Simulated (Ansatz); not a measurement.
The input, for Ansatz 0.2.0:

```yaml
crystal:
  periodic: [false, false, false]
  atoms:
    - {symbol: B, position_ang: [0.000000, 0.000000, 0.000000]}
    - {symbol: H, position_ang: [0.828955, 1.624178, 1.620495]}
    - {symbol: H, position_ang: [-0.848230, -1.614580, 1.620112]}
    - {symbol: H, position_ang: [-0.825211, 1.616484, -1.630070]}
    - {symbol: H, position_ang: [0.844486, -1.626082, -1.610536]}
basis:
  gaussian: {orbitals: 6-31G}
magnetization: {spin_polarized: false, initial_magnetization: 1}
correlation: {method: ccsd_t, electrons: outside_noble_gas}
```

```sh
$ ansatz run in.yaml --threads 1 --pin off --events-out ev --progress --plain --max-ram 2393MiB
```

Output:

```
254 factors; integrals over basis functions are off by at most 1.2e-4 eV
mean field evaluation 1: about -714.8142 eV, gradient 9.5e0 eV
mean field evaluation 2: about -714.8147 eV, gradient 9.4e0 eV
mean field evaluation 4: about -715.8137 eV, gradient 1.7e0 eV
mean field evaluation 8: about -715.8715 eV, gradient 4.1e-4 eV
mean field evaluation 16: about -715.8715 eV, gradient 2.3e-5 eV
mean field evaluation 32: about -717.1299 eV, gradient 1.3e-4 eV
mean field evaluation 64: about -714.9001 eV, gradient 6.8e0 eV
mean field evaluation 96: about -713.8518 eV, gradient 1.3e1 eV
mean field evaluation 128: about -709.7750 eV, gradient 1.7e1 eV
mean field evaluation 160: about -715.1252 eV, gradient 6.2e0 eV
mean field evaluation 192: about -715.4831 eV, gradient 5.9e-1 eV
mean field evaluation 224: about -713.1107 eV, gradient 3.3e-1 eV
mean field evaluation 256: about -715.4892 eV, gradient 2.8e-2 eV
mean field evaluation 288: about -715.8714 eV, gradient 6.8e-2 eV
mean field evaluation 320: about -713.0710 eV, gradient 7.9e-1 eV
mean field evaluation 352: about -714.3439 eV, gradient 2.7e-2 eV
mean field -717.12994552 eV, -26.3540394098 hartree, gradient 1.5e-6 eV, S^2 0.750000; 14 other end points of the search recorded, 0 dependent functions left out
mean field evaluation 384: about -720.1379 eV, gradient 1.9e0 eV
mean field evaluation 416: about -721.7262 eV, gradient 3.6e-1 eV
mean field evaluation 448: about -721.6948 eV, gradient 6.9e-1 eV
mean field evaluation 480: about -721.6634 eV, gradient 4.5e-2 eV
mean field evaluation 512: about -717.3059 eV, gradient 4.4e0 eV
mean field evaluation 544: about -721.6824 eV, gradient 1.1e0 eV
mean field evaluation 576: about -721.6634 eV, gradient 6.7e-2 eV
mean field evaluation 608: about -716.1204 eV, gradient 3.3e-2 eV
mean field evaluation 640: about -717.1299 eV, gradient 9.5e-6 eV
determinant -717.12994552 eV, -26.3540394098 hartree, with singles and doubles -722.91312732 eV, -26.5665674208 hartree
determinant -716.12046159 eV, -26.3169415595 hartree, with singles and doubles -722.96985936 eV, -26.5686522849 hartree
determinant -716.12046158 eV, -26.3169415593 hartree, with singles and doubles -722.96986547 eV, -26.5686525093 hartree
determinant -715.87147038 eV, -26.3077913013 hartree, with singles and doubles -722.66291938 eV, -26.5573724486 hartree
determinant -715.48916902 eV, -26.2937419854 hartree, with singles and doubles -722.38507550 eV, -26.5471618744 hartree
determinant -714.34367142 eV, -26.2516457252 hartree, with singles and doubles -721.58091851 eV, -26.5176096503 hartree
determinant -717.12994552 eV, -26.3540394098 hartree, with singles and doubles -723.01638640 eV, -26.5703621223 hartree
determinant -716.12046159 eV, -26.3169415595 hartree, with singles and doubles -723.12399622 eV, -26.5743167102 hartree
determinant -716.12046158 eV, -26.3169415593 hartree, with singles and doubles -723.06127089 eV, -26.5720115966 hartree
determinant -715.87147038 eV, -26.3077913013 hartree, with singles and doubles -722.81652018 eV, -26.5630171739 hartree
unrestricted determinant -721.75146448 eV, -26.5238770987 hartree, S^2 2.5390
1 core orbitals not correlated: weight in the atoms' cores, before any rotation towards them, 1.000 or more for the frozen orbitals, at most 0.000 for the correlated occupied ones
reference -716.12046159 eV, -26.3169415595 hartree; 4, 3 occupied and 12, 13 virtual orbitals, 254 factors
second order -3.66756728 eV of doubles, -0.46764639 eV of singles
cycle   1  -7.00353482 eV  change   -1.9e-7 eV  update   5.1e-6
cycle   2  -7.00353403 eV  change    7.9e-7 eV  update   4.4e-6
perturbative correction -0.56271243 eV, -0.0206793003 hartree
WARN: the results are in doubt because among natural orbitals full CI differs from the method by -0.154 eV
Total energy: -723.68670805 eV, -26.5949959884 hartree
In doubt: among natural orbitals full CI differs from the method by -0.154 eV
```

The determinant lies 1.01 eV above the lowest one of its kind in the log. The T1 diagnostic is 0.220, too large for the energy to be relied on.

Ran on 1 thread of Intel Xeon, shared host: 8 s wall, 0.08 GiB peak host memory.
